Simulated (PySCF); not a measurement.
Which level of theory gave which numbers?

Species: CFCl3.
InChI=1S/CCl3F/c2-1(3,4)5

The closed-shell ground state was solved 3 times with PySCF (density fitting, gas phase), always in the pcX-1 basis (168 functions), with these functionals: B3LYP, BP86 and HF. Isolated species at its GFN2-xTB geometry, gas phase.

```json
{"row": "P", "total energy (Eh)": "-1515.7181", "HOMO (eV)": "-12.66", "LUMO (eV)": "2.92", "dipole (D)": "0.60"}
{"row": "Q", "total energy (Eh)": "-1518.6356", "HOMO (eV)": "-7.78", "LUMO (eV)": "-2.45", "dipole (D)": "0.31"}
{"row": "R", "total energy (Eh)": "-1518.5365", "HOMO (eV)": "-8.84", "LUMO (eV)": "-1.51", "dipole (D)": "0.41"}
```

Q: Which functional belongs to which row?

A: P = HF, Q = BP86, R = B3LYP. By rising HOMO–LUMO gap: BP86 (GGA) 5.33 eV; B3LYP (global hybrid, 20 % exact exchange) 7.33 eV; HF (all exact exchange) 15.58 eV. Total energies of different functionals aren't bounds to one another; each is stationary for its own functional.
